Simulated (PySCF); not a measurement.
Species: ethyl chloride, C2H5Cl.
SMILES: `CCCl`

Theory: PBE0/pcSseg-1 in PySCF (dipole) on a GFN2-xTB geometry, gas phase.

Take the most abundant isotopes and a rigid rotor. 

Problem. What are A, B and C (MHz)?

Solution. Ia = 16.08, Ib = 91.07, Ic = 100.81 u·Å²; 505379 MHz·u·Å²/I gives A = 31431, B = 5549, C = 5013 MHz.

Problem. Classify the top.

Solution. A near-prolate asymmetric top; Ray's κ = -0.959.

Problem. What does the inertial defect say?

Solution. Not planar: Δ = Ic − Ia − Ib = -6.34 u·Å². For a rigid frame Δ = −2 Σ m c², so Σ m c² = 3.17 u·Å² lies off the ab plane, practically all of it from hydrogen. The atom farthest from that plane is 0.89 Å away.

Problem. Give the other two planar moments, Paa and Pbb, and the rms extents of the mass along the axes.

Solution. Paa = Σ m a² = (Ib + Ic − Ia)/2 = 87.90 and Pbb = Σ m b² = (Ia + Ic − Ib)/2 = 12.91 u·Å². With the mass M = 64.01 u, the rms extents √(P/M) along a, b and c are 1.17, 0.45, 0.22 Å.

Problem. Give the coordinates in the principal-axis frame, origin at the centre of mass.

Solution. The sense of each axis is arbitrary; atoms in the order of the calculation.
```csv
atom,mass (u),a (Å),b (Å),c (Å)
C1,12.000,-1.706,0.376,0.000
C2,12.000,-0.606,-0.665,0.000
Cl3,34.969,1.002,0.119,0.000
H4,1.008,-1.635,1.008,0.881
H5,1.008,-1.640,1.005,-0.884
H6,1.008,-2.673,-0.123,0.004
H7,1.008,-0.646,-1.291,-0.891
H8,1.008,-0.646,-1.290,0.891
```

Problem. Which lines would a microwave search look for?

Solution. The dipole components are |μa| = 2.04 D, |μb| = 0.79 D, |μc| = 0.00 D; the mirror of this Cs structure is the ab plane, so μc vanishes by symmetry and there are no c-type lines. The squared components, which scale the intensities, stand as 1.00 : 0.15 (a : b). Some lines, for components of 0.1 D or more:

| type | branch | J(Ka,Kc) | MHz | lower level (cm⁻¹) |
| --- | --- | --- | --- | --- |
| a | Q | 2(1,1) ← 2(1,2) | 1608 | 1.902 |
| a | R | 1(0,1) ← 0(0,0) | 10563 | 0.000 |
| a | R | 2(0,2) ← 1(0,1) | 21117 | 0.352 |
| b | Q | 1(1,0) ← 1(0,1) | 26418 | 0.352 |
| b | Q | 3(1,2) ← 3(0,3) | 27794 | 2.113 |
| a | R | 3(1,3) ← 2(1,2) | 30879 | 1.902 |
| b | R | 1(1,1) ← 0(0,0) | 36445 | 0.000 |
| a | R | 4(1,4) ← 3(1,3) | 41162 | 2.932 |
| a | R | 4(0,4) ← 3(0,3) | 42168 | 2.113 |
| a | R | 4(2,3) ← 3(2,2) | 42244 | 5.603 |
| a | R | 4(1,3) ← 3(1,2) | 43306 | 3.040 |
| b | R | 2(1,2) ← 1(0,1) | 46472 | 0.352 |
| b | R | 3(1,3) ← 2(0,2) | 56233 | 1.057 |
| b | Q | 4(2,2) ← 4(1,3) | 75910 | 4.484 |
| b | Q | 3(2,1) ← 3(1,2) | 76889 | 3.040 |
| b | Q | 3(2,2) ← 3(1,3) | 80063 | 2.932 |
| b | R | 2(2,0) ← 1(1,1) | 99852 | 1.216 |
| b | R | 3(2,2) ← 2(1,1) | 109334 | 1.956 |
| b | R | 3(2,1) ← 2(1,2) | 110983 | 1.902 |
| b | Q | 3(3,0) ← 3(2,1) | 130715 | 5.604 |
| b | Q | 3(3,1) ← 3(2,2) | 130756 | 5.603 |
| b | R | 4(3,1) ← 3(2,2) | 173023 | 5.603 |
| b | Q | 4(4,0) ← 4(3,1) | 183035 | 11.375 |
| b | R | 4(4,1) ← 3(3,0) | 225303 | 9.965 |
| b | R | 4(4,0) ← 3(3,1) | 225303 | 9.965 |

Problem. Estimate the classical rotational partition function at 25 K, 200 K and 298.15 K.

Solution. Point group Cs, symmetry number σ = 1; q = (√π/σ)·√((kT/h)³/(ABC)), k/h = 20836.6 MHz/K: 713 at 25 K, 16100 at 200 K, 29300 at 298.15 K.

GFN2-xTB frequencies: not computed here. These are rigid-rotor constants of the computed structure; measured ground-state constants (B0) also hold zero-point vibration. A rigid rotor knows nothing of internal rotation, which can split or shift real lines. Quadrupole hyperfine structure (35Cl) is left out.

Cost: about 3 s of CPU time on one thread; the machine was shared, so the figure is rough. This is the PBE0/pcSseg-1 job that gave the dipole, with the shieldings it also computed.
